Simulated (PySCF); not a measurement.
C4H10O.
Atom-mapped SMILES: `[CH3:1][O:2][CH:3]([CH3:4])[CH3:5]` (hydrogens: H6, H7, H8 on C1; H9 on C3; H10, H11, H12 on C4; H13, H14, H15 on C5)

Structure used (PBE0-D3(BJ)/def2-SVP), in Å, numbered top down from 1:
```xyz
15
C4H10O angstrom
C      1.837   -0.329   -0.166
O      0.742    0.421   -0.583
C     -0.438    0.239    0.167
C     -1.366    1.377   -0.205
C     -1.073   -1.123   -0.082
H      2.062   -0.172    0.908
H      2.708   -0.002   -0.752
H      1.708   -1.416   -0.328
H     -0.189    0.319    1.248
H     -0.865    2.342   -0.043
H     -2.286    1.350    0.396
H     -1.641    1.310   -1.269
H     -1.297   -1.243   -1.154
H     -2.012   -1.222    0.482
H     -0.415   -1.949    0.226
```

Method: TDDFT B3LYP/def2-SVPD, vertical, gas phase, core orbitals frozen in the response (PySCF).

Ground-to-excited transition dipoles (e·a0, same axes as the geometry; the sign carries no meaning), for the states with f of 0.002 or more among the lowest 6:

| state | E (eV) | μx | μy | μz |
| --- | --- | --- | --- | --- |
| S1 | 6.673 | 0.041 | -0.029 | -0.247 |
| S2 | 7.314 | -0.178 | -0.225 | -0.117 |
| S3 | 7.549 | 0.240 | 0.065 | 0.328 |
| S4 | 7.831 | 0.115 | 0.008 | -0.310 |
| S5 | 8.127 | -0.032 | 0.109 | 0.198 |
| S6 | 8.180 | -0.091 | -0.067 | -0.025 |

Task: What oscillator strength does each state have?

Result: f = (2/3) ΔE |μ|² with ΔE in hartree (27.2114 eV).

```json
{"state": "S1", "|μ|² (au)": "0.064", "|μ| (D)": "0.64", "f": "0.010"}
{"state": "S2", "|μ|² (au)": "0.096", "|μ| (D)": "0.79", "f": "0.017"}
{"state": "S3", "|μ|² (au)": "0.169", "|μ| (D)": "1.04", "f": "0.031"}
{"state": "S4", "|μ|² (au)": "0.109", "|μ| (D)": "0.84", "f": "0.021"}
{"state": "S5", "|μ|² (au)": "0.052", "|μ| (D)": "0.58", "f": "0.010"}
{"state": "S6", "|μ|² (au)": "0.013", "|μ| (D)": "0.29", "f": "0.003"}
```

Task: What angle do the transition dipoles of S1 and S4 make?

Result: |cos θ| = |μa·μb| / (|μa| |μb|) = 0.97, so θ ≈ 14° (taken between 0 and 90°, since the signs are arbitrary).

Task: What peak molar absorption coefficient would the strongest computed level give as a lone Gaussian band 0.3 eV wide at half height?

Result: ε(max) = 2.175×10⁸ f / FWHM, with the width in cm⁻¹. S3: 2.175×10⁸ × 0.0312 / 2420 ≈ 2800 L mol⁻¹ cm⁻¹.

The run took about 50 s of CPU time (one thread, shared machine).

One conformer stands for the species.

Without π bonds the low states may be Rydberg-like; a valence basis with one diffuse set may place them up to an eV too high.
